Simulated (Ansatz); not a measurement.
C4H4F2 (`C=C/C(F)=C\F`), relaxed with RKS PBE0-D4/def2-TZVP in Ansatz from a PBE-D4/def2-SVP geometry. The force threshold is 0.005 eV/Å; the program also tests the step.

Charge 0, multiplicity 1.

Start:

```xyz
10

C    -0.704   -1.358   -1.078
C    -0.305   -0.681    0.022
C     0.288    0.641   -0.015
F     0.441    1.210   -1.231
C     0.702    1.358    1.059
F     0.588    0.868    2.303
H    -0.594   -0.924   -2.083
H    -1.149   -2.361   -0.996
H    -0.415   -1.114    1.028
H     1.149    2.361    0.991
```

```json
{"step": "1", "energy (eV)": "-9639.0753", "largest force (eV/Å)": "0.910", "largest move (Å)": "0.000"}
{"step": "2", "energy (eV)": "-9639.1320", "largest force (eV/Å)": "0.258", "largest move (Å)": "0.029"}
{"step": "3", "energy (eV)": "-9639.1357", "largest force (eV/Å)": "0.014", "largest move (Å)": "0.009"}
{"step": "4", "energy (eV)": "-9639.1357", "largest force (eV/Å)": "0.008", "largest move (Å)": "0.003"}
{"step": "5", "energy (eV)": "-9639.1358", "largest force (eV/Å)": "0.008", "largest move (Å)": "0.002"}
{"step": "6", "energy (eV)": "-9639.1358", "largest force (eV/Å)": "0.001", "largest move (Å)": "0.001"}
```

End:

```xyz
10

C    -0.695   -1.341   -1.065
C    -0.305   -0.680    0.023
C     0.285    0.634   -0.007
F     0.436    1.197   -1.216
C     0.695    1.346    1.040
F     0.585    0.866    2.280
H    -0.587   -0.914   -2.055
H    -1.133   -2.327   -0.988
H    -0.416   -1.113    1.011
H     1.135    2.333    0.976
```

It took 12 s on 4 threads of an Intel Xeon 6975P-C on a shared host, with 0.5 GiB of host memory at the peak.
